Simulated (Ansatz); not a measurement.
**Scan of [H···H···SiH₃], doublet**

Starting geometry:

```xyz
6

H    -2.7234    0.0000    0.0000
H    -1.9784    0.0000    0.0000
Si    0.1086    0.0000    0.0000
H     0.5586   -1.4163    0.0000
H     0.5586    0.7081   -1.2265
H     0.5586    0.7081    1.2265
```

From there H2 is moved from one fragment to the other while all else, the fragments' distance too, stays fixed; atoms are numbered as listed. Energies are in kJ/mol, counted from the starting geometry at the same level. Kohn–Sham curves are unrestricted where that lies lower.

Basis 6-31G; Ansatz 0.2.0. Correlated methods freeze the noble-gas cores.

In so small a basis the reference is far from its limit while semilocal and hybrid functionals are nearer theirs (RPA and double hybrids share much of the reference's basis error), so the functionals' errors here hold much of the reference's basis and frozen-core error, which can add to them or hide them.

Full CI is exact within this basis and frozen core; it isn't the basis-set limit.

| distance H1-H2 (Å) | full CI | SPW92 | PBE | r2SCAN | PBE0 | B3LYP | wB97X-V | wB97M-V | B2PLYP | RPA-PBE |
| --- | --- | --- | --- | --- | --- | --- | --- | --- | --- | --- |
| 0.693 | 3.7 | 12.1 | 8.4 | 6.7 | 6.7 | 6.2 | 5.7 | 5.6 | 4.6 | 4.0 |
| 0.745 | 0.0 | 0.0 | 0.0 | 0.0 | 0.0 | 0.0 | 0.0 | 0.0 | 0.0 | 0.0 |
| 0.837 | 11.3 | -2.7 | 2.9 | 5.2 | 5.8 | 6.5 | 8.0 | 7.8 | 9.5 | 11.0 |
| 0.930 | 31.7 | 6.1 | 16.0 | 19.5 | 21.1 | 22.5 | 25.7 | 25.3 | 27.9 | 31.3 |
| 1.022 | 49.3 | 17.2 | 29.5 | 32.9 | 35.4 | 37.5 | 41.7 | 41.6 | 44.0 | 49.5 |
| 1.115 | 58.4 | 26.2 | 39.3 | 41.2 | 44.3 | 47.3 | 50.7 | 51.4 | 52.7 | 60.1 |
| 1.207 | 59.7 | 33.0 | 45.3 | 44.8 | 48.0 | 51.9 | 53.2 | 54.8 | 54.7 | 63.5 |
| 1.300 | 59.4 | 40.9 | 51.5 | 48.7 | 51.4 | 56.0 | 54.7 | 56.7 | 55.6 | 64.8 |
| 1.392 | 65.7 | 55.5 | 64.0 | 59.6 | 61.1 | 66.3 | 62.6 | 64.7 | 63.1 | 72.0 |
